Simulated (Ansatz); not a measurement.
**How far each method lies from RCCSDT(Q) for B–SiH–Cl, doublet**

Geometry: a PBE0/def2-TZVP stationary point for this spin, not checked as a minimum.

```yaml
atoms:
  - { symbol: B, position_ang: [0.0000, -0.7748, 2.2980] }
  - { symbol: Si, position_ang: [0.0000, 0.4264, 0.6909] }
  - { symbol: Cl, position_ang: [0.0000, -0.1559, -1.2692] }
  - { symbol: H, position_ang: [0.0000, 1.9148, 0.7450] }
```

Basis cc-pVDZ; Ansatz 0.2.0. Only valence electrons are correlated (noble-gas cores frozen), which leaves 15 electrons in 44 orbitals. R marks a restricted (for open shells ROHF) determinant, U an unrestricted one. Active spaces: frontier = (9e, 9o) about the gap.

Full CI isn't at hand for all of this; RCCSDT(Q) serves as the reference, and is uncertain by the last step of the cluster series or more. The frozen core follows each run's orbitals, which can shift R against U totals by a few meV.

Unrestricted rows (U) aren't spin-pure: their determinants' ⟨S²⟩ exceeds S(S+1) by up to 0.68, so they mix in states of higher spin. For open shells CISD is restricted-active-space CI with the open shells as a complete middle space.

```
UHF ⟨S²⟩                          : 1.429
T1 diagnostic (RCCSD)             : 0.0203
largest doubles amplitude (RCCSD) : 0.105
T1 diagnostic (UCCSD)             : 0.0774
```

```csv
level,E − E(RHF) (eV)
UHF,-0.4468
RMP2,-7.4078
UMP2,-7.3502
RCCSD,-8.7062
UCCSD,-8.6878
RCCSD(T),-8.9783
UCCSD(T),-8.9548
```

Estimate how far RCCSDT(Q) in cc-pVDZ lies from RCCSD(T). The table doesn't fix it; the size of (T) and the diagnostics are the guide.

RCCSDT(Q) in cc-pVDZ lies 70 meV below RCCSD(T), which is 26 % of the (T) step (-272 meV). The diagnostics give no warning, yet the rest is a sizeable part of (T). The miss exceeds 1 kcal/mol.

The other levels:

| level | E − E(RCCSDT(Q)) (meV) | share of correlation (%) | wall time |
| --- | --- | --- | --- |
| CISD | 1382 | 84.72 | 14 s |
| BCCD(T) | 68 | 99.25 | 18 s |
| RCCSDT | 21 | 99.77 | – |
| UCCSDT | 25 | 99.73 | – |
| UCCSDT(Q) | 0 | 100.00 | 5.1 min |

The correlation energy at RCCSDT(Q), counted from RHF, is -9.048 eV. That run took 2.4 min on 1 thread of Intel Xeon Platinum 8259CL, shared host.

Run but not shown, since their state, orbitals or frozen core can't be matched to the reference's or they repeat it: CASSCF (frontier space), NEVPT2 (frontier space), MRCISD (frontier space), MRCISD+Q (frontier space).

Times hold each run's SCF and search for its determinant on a shared host, so for small cases they say little of a method's own cost; they ran on 1 thread of Intel Xeon Platinum 8259CL.

Atomization energy (electronic, same basis, no zero-point term; atoms at the same level, unrestricted beside the R rows where the molecule is a closed shell, with restricted open-shell steps beyond CCSDT(Q)) at RCCSDT(Q): 785.6 kJ/mol. Errors of other levels:

| level | error (kJ/mol) |
| --- | --- |
| RHF | -179.1 |
| UHF | -164.8 |
| RMP2 | 4.3 |
| UMP2 | -0.8 |
| CISD | -110.6 |
| RCCSD | -21.4 |
| UCCSD | -24.1 |
| RCCSD(T) | -3.6 |
| UCCSD(T) | -6.1 |
| BCCD(T) | -3.4 |
| RCCSDT | -1.5 |
| UCCSDT | -2.0 |
| UCCSDT(Q) | 0.0 |

This basis is far from its limit, so the value isn't to be set against a measured one. Truncated CI isn't size-consistent, which counts against it in atomization.
